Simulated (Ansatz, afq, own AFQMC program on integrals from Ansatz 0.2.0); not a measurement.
Integrals from Ansatz 0.2.0, then the random walk in our own AFQMC program (afq).

```yaml
crystal:
  periodic: [false, false, false]
  atoms:
    - {symbol: Si, position_ang: [0.000000, 0.000000, 0.000000]}
    - {symbol: H, position_ang: [0.855850, 0.858745, 0.856831]}
    - {symbol: H, position_ang: [-0.859551, -0.854424, 0.857445]}
    - {symbol: H, position_ang: [-0.854730, 0.855535, -0.861149]}
    - {symbol: H, position_ang: [0.858431, -0.859856, -0.853127]}
basis:
  gaussian: {orbitals: cc-pVTZ}
magnetization: {spin_polarized: false}
correlation: {method: ccsd_t, electrons: outside_noble_gas, hamiltonian_folder: ham}
```

```sh
$ ansatz run in.yaml --threads 1 --pin off --events-out ev --progress --plain --max-ram 24576MiB --backend cuda --devices 0, --max-vram 18GiB
```

Options of the walk:

```
--method phaseless --trial cisd --walkers 2000 --populations 20 --least-time 60 --time-step 0.005 --steps-per-block 50 --equilibration-blocks 28 --max-blocks 4000 --target-error 0.00017 --factor-cut 1e-05 --seed 7758 --release-times 0.24,0.51,0.99,1.62,2.4 --release-step 0.03 --release-every 3 --taylor-order 6
```

Times are imaginary, in 1/Eh. The walk had a cap of 238 s. With eight or more populations the least sampling time is a fifth of least-time, and the error comes from their spread.

Log:

```
orbitals 85  electrons 4 4  factors 496 of 500
reference energy -291.26051197 Eh
CCSD correlation -0.17300067 Eh in 8 cycles, weight of the determinant in the CISD state 0.9141
energy of the start -291.433512 Eh
 block  time / (1/Eh)  mean weight  energy / Eh
     1     0.250  1.0001  -291.432119
     2     0.500  0.9999  -291.432929
     3     0.750  1.0001  -291.434016
     4     1.000  0.9999  -291.435199
     5     1.250  0.9996  -291.436039
    12     3.000  1.0003  -291.438074
    19     4.750  0.9998  -291.438229
    26     6.500  1.0002  -291.438070
    33     8.250  0.9998  -291.437719
    40    10.000  1.0001  -291.438256
    43    10.750  0.9997  -291.439016
    47    11.750  0.9997  -291.438013
    50    12.500  1.0004  -291.437547
    54    13.500  1.0000  -291.437924
    61    15.250  1.0001  -291.438563
    68    17.000  0.9998  -291.437922
    75    18.750  0.9996  -291.438187
    78    19.500  0.9998  -291.438068
error from the spread of 20 populations
released: time / (1/Eh)  energy / Eh  error  mean overlap
  0.24  -291.438175  0.000079  0.9985
  0.51  -291.438289  0.000064  0.9909
  0.99  -291.438234  0.000072  0.9878
  1.62  -291.438145  0.000055  0.9914
  2.40  -291.438144  0.000094  0.9911
energy -291.438113 +/- 0.000076 Eh
(rows thinned)
```

The run passed its tests (sampling time, drift between the halves within three errors, error under three times the target), which doesn't prove that it has relaxed.

Against this walk (error 2.1 meV) on the same determinant: CCSD(T) 20.9 meV higher, CCSDT(Q) 1.6 meV lower (within the noise). The error is statistical and leaves out the bias of the constraint. Released to 2.40 1/Eh the energy moves by -1 ± 3 meV (both errors), within twice the noise.

Cautions: constraint bias not in the error.

The walk took 24 s on 1 × NVIDIA H100 80GB HBM3 with 2 threads of AMD EPYC 7R13 Processor (Zen 3), with other jobs on the host (the card was shared). The log's last line is the phaseless energy.

CCSDT and higher add their correlation energy to the determinant of the CCSD(T) run, since their own runs factorise the integrals more tightly (a shift of under 2 meV). A walk keeps the symmetry of its determinant, which the program's search chose and which needn't be the lowest solution, so a lower state of the same spin and another symmetry isn't excluded.
